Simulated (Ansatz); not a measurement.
# Active spaces for C₄H₄O, singlet

Program: Ansatz, Gaussian basis, development build. Basis cc-pVDZ, nonrelativistic, 5 orbitals frozen in the corrections. State-specific CASSCF; RHF is the lowest restricted (open-shell) Hartree–Fock solution met. Solutions may break the symmetry of the shape. Lower solutions, or ones in other orbitals, may exist.

Geometry:

```csv
atom,x (Å),y (Å),z (Å)
O,0.5241,0.0000,0.9726
C,0.0000,1.0947,0.3480
C,0.0000,-1.0947,0.3480
C,0.0000,0.7132,-0.9622
C,0.0000,-0.7132,-0.9622
H,0.0000,2.0494,0.8511
H,0.0000,-2.0494,0.8511
H,0.0000,1.3708,-1.8197
H,0.0000,-1.3708,-1.8197
```

(1) What do CASSCF and its corrections give against RHF in CAS(6,5), and what are the occupations?

(2) Roughly how much CPU time does a whole run from the default start take (median of such runs, summed over threads; nearly all runs on one pinned thread of a shared server, mostly Xeon at 2.3 to 2.6 GHz, by a development driver)?

Answers

(1) CASSCF -1.604 eV, SC-NEVPT2 -19.410 eV; occupations 2.00, 1.93, 1.88, 0.12, 0.07.

(2) CAS(6,5): about 26 s. Other jobs ran beside these, and the count of passes differs.
